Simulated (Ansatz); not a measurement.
# CH6NSi+: single points off equilibrium

How do the functionals fare away from a minimum? The structure is a structure displaced at random from a GFN2-xTB minimum.

Program: Ansatz 0.2.0, Gaussian basis. Level of theory: single points in def2-TZVPP. These are calculated values, not measurements.

Cores are frozen in the correlated methods.

## Step 1: Starting geometry

SMILES `C[SiH+]N`, 9 atoms, charge 1, spin multiplicity 1.

Atoms are counted from 1 here; the program's logs count them from 0.

Bond lengths: C1–Si2 1.953 Å, C1–H4 1.221 Å, C1–H5 1.240 Å, C1–H6 1.071 Å, Si2–N3 1.758 Å, Si2–H7 1.480 Å, N3–H8 1.089 Å, N3–H9 1.119 Å. Angles: Si2–C1–H4 108.9°, Si2–C1–H5 105.3°, Si2–C1–H6 123.4°, H4–C1–H5 105.6°, H4–C1–H6 104.3°, H5–C1–H6 108.1°, C1–Si2–N3 115.8°, C1–Si2–H7 131.9°, N3–Si2–H7 111.9°, Si2–N3–H8 125.1°, Si2–N3–H9 131.9°, H8–N3–H9 103.0°.

Coordinates:

```xyz
9
charge 1, multiplicity 1
C    -0.7861    1.0396   -0.7284
Si    0.6705   -0.1887   -0.2978
N     0.4751   -1.1204    1.1802
H    -1.8121    0.3968   -0.8885
H    -0.5041    1.5029   -1.8439
H    -1.0789    1.8522   -0.0956
H     2.0072   -0.3876   -0.9020
H     1.1993   -1.8337    1.5702
H    -0.3577   -1.1730    1.9264
```

## Step 2: CCSD(T)/def2-TZVPP

run/in.yaml

```yaml
crystal:
  periodic: [false, false, false]
  atoms:
    - {symbol: C, position_ang: [-0.786100, 1.039600, -0.728400]}
    - {symbol: Si, position_ang: [0.670500, -0.188700, -0.297800]}
    - {symbol: N, position_ang: [0.475100, -1.120400, 1.180200]}
    - {symbol: H, position_ang: [-1.812100, 0.396800, -0.888500]}
    - {symbol: H, position_ang: [-0.504100, 1.502900, -1.843900]}
    - {symbol: H, position_ang: [-1.078900, 1.852200, -0.095600]}
    - {symbol: H, position_ang: [2.007200, -0.387600, -0.902000]}
    - {symbol: H, position_ang: [1.199300, -1.833700, 1.570200]}
    - {symbol: H, position_ang: [-0.357700, -1.173000, 1.926400]}
basis:
  gaussian: {orbitals: def2-TZVPP}
total_charge: 1
correlation: {method: ccsd_t}
output: {forces: true}
```

No record of the launch command was kept for these runs.

## Step 3: PBE0-D4/def2-TZVPP

run/in.yaml: that of step 2 with these lines changed.

```diff
@@ -15,3 +15,3 @@
 total_charge: 1
-correlation: {method: ccsd_t}
-output: {forces: true}
+hamiltonian: {xc: pbe0, dispersion: d4}
+output: {forces: true, orbitals: {seedname: orbitals}}
```

## Step 4: wB97M-V/def2-TZVPP

run/in.yaml: that of step 3 with these lines changed.

```diff
@@ -15,3 +15,3 @@
 total_charge: 1
-hamiltonian: {xc: pbe0, dispersion: d4}
-output: {forces: true, orbitals: {seedname: orbitals}}
+hamiltonian: {xc: {name: wB97M-V}}
+output: {forces: true}
```

## Step 5: r2SCAN-D4/def2-TZVPP

run/in.yaml: that of step 4 with these lines changed.

```diff
@@ -15,3 +15,3 @@
 total_charge: 1
-hamiltonian: {xc: {name: wB97M-V}}
+hamiltonian: {xc: r2scan, dispersion: d4}
 output: {forces: true}
```

## Step 6: PBE-D4/def2-TZVPP

run/in.yaml: that of step 5 with these lines changed.

```diff
@@ -15,3 +15,3 @@
 total_charge: 1
-hamiltonian: {xc: r2scan, dispersion: d4}
+hamiltonian: {xc: pbe, dispersion: d4}
 output: {forces: true}
```

## Step 7: r2SCANh-D4/def2-TZVPP

run/in.yaml: that of step 6 with these lines changed.

```diff
@@ -15,3 +15,3 @@
 total_charge: 1
-hamiltonian: {xc: pbe, dispersion: d4}
+hamiltonian: {xc: {name: r2SCANh}, dispersion: d4}
 output: {forces: true}
```

## Step 8: LC-wPBE/def2-TZVPP

run/in.yaml: that of step 7 with these lines changed.

```diff
@@ -15,3 +15,3 @@
 total_charge: 1
-hamiltonian: {xc: {name: r2SCANh}, dispersion: d4}
+hamiltonian: {xc: {name: LC-wPBE}}
 output: {forces: true}
```

(Steps that only read results are left out.)

What does the calculation give? Wanted: energy less free atoms, CCSD(T)/def2-TZVPP; RMS force component; RMS force error; HOMO and LUMO, PBE0-D4; T1 diagnostic.

As calculated:

| quantity | value |
| --- | --- |
| energy less free atoms, CCSD(T)/def2-TZVPP | -2242.6 kJ/mol |
| RMS force component | 1.573 to 1.780 eV/Å over the methods |
| RMS force error | PBE0-D4 0.082, wB97M-V 0.069, r2SCAN-D4 0.072, PBE-D4 0.166, r2SCANh-D4 0.082, LC-wPBE 0.155 eV/Å |
| HOMO and LUMO, PBE0-D4 | -13.96 and -7.72 eV |
| T1 diagnostic | 0.017 |

**Reading.** Against CCSD(T) the functionals' energies less atoms differ by -136.5 to -40.9 kJ/mol, PBE-D4 by -136.5 kJ/mol. The reference is not at the basis limit: in triple zeta CCSD(T) underbinds, which counts against methods that bind more; the gaps are no ranking. For forces wB97M-V does best and PBE-D4 worst. Frozen-core CCSD(T) forces in triple zeta carry basis errors of their own, and this is one geometry, so small gaps rank nothing.
